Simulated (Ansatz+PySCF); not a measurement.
The numbers below are computed, except where a source is named.
Input for Ansatz (development build ahead of 0.2.0):

```yaml
crystal:
  periodic: [false, false, false]
  atoms:
    - { symbol: Mg, position_ang: [0.0, 0.0, 0.0] }
    - { symbol: Si, position_ang: [0.92591, 1.23454, 2.67286] }
basis:
  gaussian: { orbitals: STO-3G }
hamiltonian:
  xc: hf
correlation:
  method: fci
  frozen_orbitals: { Mg: 1, Si: 5 }
```

The input is written out in the form of the current development build from the run's settings.

The run gave:

```json
{
 "Converged": "yes",
 "Total energy": "-482.50419 hartree",
 "State": "lowest singlet root, of any spatial symmetry"
}
```
